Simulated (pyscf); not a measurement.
Optimised with ωB97X-D3(BJ)/def2-SVP in PySCF.

Estimate the classical barrier height and the reaction energy of H₃C–CH₂–Zn–OH + H₂O -> H₃C–CH₃ + HO–Zn–OH at r²SCAN/def2-TZVP. The step runs on the singlet surface, breaks C–Zn, H–O and forms C–H, O–Zn; take the separated reactants as zero.

ΔE‡ = 18.1 kcal/mol, ΔE = -14.9 kcal/mol. ωB97M-D3(BJ)/def2-TZVP gives 21.8 kcal/mol and -13.9 kcal/mol. Zero-point energy shifts the barrier by -1.0 kcal/mol. It is a four-centre exchange, with an imaginary mode of 1441i cm⁻¹. On the reactant side the descent ends in a bound adduct (not fully relaxed), 13.0 kcal/mol under the separated species and 33.9 kcal/mol under the saddle at ωB97X-D3(BJ)/def2-TZVP. One saddle was located; it need not be the lowest between these sides. Elements up to Kr have no core potential and no relativistic terms here.
